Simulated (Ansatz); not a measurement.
Input for Ansatz (development build ahead of 0.2.0):

```yaml
crystal:
  periodic: [false, false, false]
  atoms:
    - { symbol: C, position_ang: [0.05895, -0.04631, -0.00236] }
    - { symbol: F, position_ang: [1.19083, 1.19389, 1.13577] }
    - { symbol: F, position_ang: [1.11725, -1.15023, -1.06858] }
    - { symbol: F, position_ang: [-1.09821, 1.11638, -1.1977] }
    - { symbol: F, position_ang: [-1.16906, -1.10651, 1.19994] }
basis:
  gaussian: { orbitals: "6-31G" }
hamiltonian:
  xc: hf
```

The input is written out in the form of the current development build from the run's settings.

Results

- Converged: yes
- Total energy: -434.91305 hartree
- Spin squared of the determinant: 0.000

Caution: stretched shape with no unrestricted run beside it, a lower state can exist.
